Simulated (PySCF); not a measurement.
## Basis-set dependence of population analyses: 2,2-difluoropropane

Compound: 2,2-difluoropropane, C3H6F2.
Cartesian coordinates in Å at the PBE0-D3(BJ)/def2-SVP level; atoms count from 1:
```xyz
11
C3H6F2 angstrom
C      1.027    0.794   -0.120
C      0.149   -0.309    0.416
C     -1.173   -0.493   -0.285
F      0.842   -1.484    0.359
F     -0.086   -0.074    1.740
H      0.511    1.761   -0.051
H      1.949    0.836    0.474
H      1.285    0.599   -1.170
H     -1.770    0.427   -0.221
H     -1.723   -1.311    0.200
H     -1.013   -0.745   -1.341
```

PBE0 throughout (PySCF), one geometry, spherical d and f functions. Isolated species at its PBE0-D3(BJ)/def2-SVP geometry, gas phase. Atoms taken as equivalent share a column and are averaged.

Mulliken charges (e):

```json
{"basis": "pcSseg-0", "functions": "57", "C1/C3": "-0.647", "C2": "+0.517", "F4/F5": "-0.364", "H6 (×6)": "+0.251"}
{"basis": "cc-pVDZ", "functions": "100", "C1/C3": "-0.059", "C2": "+0.199", "F4/F5": "-0.214", "H6 (×6)": "+0.058"}
{"basis": "aug-cc-pVDZ", "functions": "169", "C1/C3": "+0.307", "C2": "+0.826", "F4/F5": "-0.557", "H6 (×6)": "-0.054"}
{"basis": "cc-pVTZ", "functions": "234", "C1/C3": "-0.297", "C2": "+0.378", "F4/F5": "-0.204", "H6 (×6)": "+0.104"}
{"basis": "IGLO-III", "functions": "235", "C1/C3": "-0.376", "C2": "+0.384", "F4/F5": "-0.231", "H6 (×6)": "+0.138"}
```

IAO charges (e):

```json
{"basis": "pcSseg-0", "functions": "57", "C1/C3": "-0.462", "C2": "+0.524", "F4/F5": "-0.289", "H6 (×6)": "+0.163"}
{"basis": "cc-pVDZ", "functions": "100", "C1/C3": "-0.449", "C2": "+0.585", "F4/F5": "-0.310", "H6 (×6)": "+0.155"}
{"basis": "aug-cc-pVDZ", "functions": "169", "C1/C3": "-0.456", "C2": "+0.590", "F4/F5": "-0.321", "H6 (×6)": "+0.161"}
{"basis": "cc-pVTZ", "functions": "234", "C1/C3": "-0.461", "C2": "+0.595", "F4/F5": "-0.319", "H6 (×6)": "+0.161"}
{"basis": "IGLO-III", "functions": "235", "C1/C3": "-0.459", "C2": "+0.591", "F4/F5": "-0.322", "H6 (×6)": "+0.162"}
```

Some averages cover members that differ in this geometry, most widely: H6 (×6), Mulliken in aug-cc-pVDZ -0.095 to -0.032 e.

Which scheme is steadiest as the basis changes?

Largest range over the bases for any column: IAO 0.07 e, Mulliken 0.95 e. IAO charges move least and Mulliken charges most, counted in e.

How much do the charges still move between the two largest bases, cc-pVTZ and IGLO-III?

At most, over all atoms: Mulliken 0.079 e, IAO 0.004 e.

What do the same runs give for the total energy, the frontier levels and the dipole moment?

```csv
basis,energy (Eh),HOMO (eV),LUMO (eV),μ (D)
pcSseg-0,-316.5659,-9.37,2.15,2.50
cc-pVDZ,-317.3125,-9.17,1.91,2.11
aug-cc-pVDZ,-317.3400,-9.47,-0.10,2.33
cc-pVTZ,-317.4176,-9.38,1.23,2.19
IGLO-III,-317.4389,-9.48,0.72,2.31
```

The dipole is fixed by the density alone, so its range of 0.39 D shows that the density itself changes with the basis, not only its division among atoms.
